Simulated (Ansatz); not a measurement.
# fcc Sr

Calculation: r²SCAN (Ansatz, a quantum-chemistry and plane-wave program, plane waves, PAW).

Run with plane-wave cutoff 600 eV, 18×18×18 k mesh, Fermi–Dirac smearing 0.044 eV (set by the program), scalar-relativistic PAW data made under PBE.

Cell (relaxed at this level):

```
CELL_PARAMETERS angstrom
      0.00000     3.05049     3.05049
      3.05049     0.00000     3.05049
      3.05049     3.05049     0.00000
ATOMIC_POSITIONS crystal
  Sr 0.00000 0.00000 0.00000
```

For fcc Sr, the elastic constant C11 is 14.7 GPa. The elastic constant C12 comes out as 10.2 GPa and the elastic constant C44 is 8.93 GPa. The voigt–Reuss–Hill bulk modulus comes out as 11.7 GPa, the polycrystal shear modulus (Hill average) is 5.19 GPa and the Young modulus comes out as 13.6 GPa. The Poisson ratio is 0.306.

Measured, for comparison: elastic constant C11 15 GPa (temperature not stated, not corrected to a static lattice; as tabulated in Mehl and Papaconstantopoulos (1996), arXiv:mtrl-th/9602003). Computed (rounded) less measured: elastic constant C11 -2 %.

Elastic constants are with the ions relaxed.

Static lattice: no zero-point or thermal effects.
